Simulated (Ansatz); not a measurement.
CH5MgN (`[CH3][Mg][NH2]`). The species carries charge 0 and has multiplicity 1.

```xyz
8

C    -1.588    0.376   -0.626
Mg    0.301   -0.072    0.120
N     2.020   -0.480    0.797
H    -1.635    1.396   -1.020
H    -2.360    0.295    0.146
H    -1.873   -0.296   -1.441
H     2.329   -1.370    1.158
H     2.805    0.151    0.866
```

Task: What are the harmonic wavenumbers in cm⁻¹ at PBE0-D4/def2-TZVP (Ansatz, finite differences of forces, unscaled)? (An estimate is asked.)

Result: Ansatz gave: 9, 119, 128, 307, 476, 492, 570, 582, 742, 1149, 1442, 1443, 1559, 3030, 3110, 3112, 3577, 3657.
